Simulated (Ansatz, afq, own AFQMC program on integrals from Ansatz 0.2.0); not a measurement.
AFQMC on a folder of integrals that Ansatz 0.2.0 wrote.

```yaml
crystal:
  periodic: [false, false, false]
  atoms:
    - {symbol: Al, position_ang: [0.000000, 0.000000, 1.150006]}
    - {symbol: Al, position_ang: [0.000000, 0.000000, -1.150006]}
    - {symbol: H, position_ang: [0.000000, 0.000000, 2.724549]}
    - {symbol: H, position_ang: [0.000000, 0.000000, -2.724549]}
basis:
  gaussian: {orbitals: 6-31G}
magnetization: {spin_polarized: true, initial_magnetization: 2}
correlation: {method: ccsd_t, electrons: outside_noble_gas, hamiltonian_folder: ham}
```

```sh
$ ansatz run in.yaml --threads 1 --pin off --events-out ev --progress --plain --max-ram 24576MiB --backend cuda --devices 0, --max-vram 18GiB
```

afq runs on the folder ham with

```
--method free --trial cisd --walkers 4000 --time-step 0.03 --max-blocks 4000 --target-error 0.00034 --factor-cut 1e-05 --seed 6087 --times 0,0.3,0.6,1.2,1.8,2.4,3.6,4.8,6 --taylor-order 8
```

Times are imaginary, in 1/Eh. The walk had a cap of 61 s.

Output of the walk:

```
orbitals 20  electrons 5 3  factors 119 of 340
reference energy -484.85769706 Eh
CCSD correlation -0.08054363 Eh in 10 cycles, weight of the determinant in the CISD state 0.9108
repeat  energy at the last time / Eh  error
    10  -484.941108  0.000052
    20  -484.941071  0.000034
    30  -484.941058  0.000029
time / (1/Eh)  energy / Eh  error  mean overlap
  0.00  -484.938245  0.000010  1.0982
  0.30  -484.939084  0.000011  1.0978
  0.60  -484.939639  0.000013  1.0974
  1.20  -484.940278  0.000015  1.0975
  1.80  -484.940594  0.000015  1.0992
  2.40  -484.940774  0.000015  1.1007
  3.60  -484.940969  0.000020  1.1036
  4.80  -484.940976  0.000024  1.1093
  6.00  -484.941055  0.000028  1.1138
energy -484.941055 +/- 0.000028 Eh
```

The run passed its tests (error under three times the target), which doesn't prove that it has relaxed.

Against this walk (error 0.8 meV) on the same determinant: CCSD(T) 27.3 meV higher, CCSDT(Q) 0.4 meV higher (within the noise), CCSDTQ 1.3 meV lower (within the noise), full CI 1.6 meV lower. The error is statistical, and a free projection of finite length keeps a remainder of its start. The projection is still falling at its last time (meV from the last point: 12.5 ± 0.4 at 1.80, 7.6 ± 0.4 at 2.40, 2.3 ± 0.5 at 3.60, 2.1 ± 0.7 at 4.80, 0.0 ± 0.8 at 6.00), so its energy is a cut-off value, and the gaps above aren't errors of the other methods.

Cautions: remainder of the start not in the error.

The walk took 12 s on 1 × NVIDIA H100 80GB HBM3 with 2 threads of AMD EPYC 7R13 Processor (Zen 3), on a shared host (the card was shared). The log's last line is the free-projection energy.

CCSDT and higher add their correlation energy to the determinant of the CCSD(T) run, since their own runs factorise the integrals more tightly (a shift of under 2 meV). A walk keeps the symmetry of its determinant, which the program's search chose and which needn't be the lowest solution, so a lower state of the same spin and another symmetry isn't excluded.
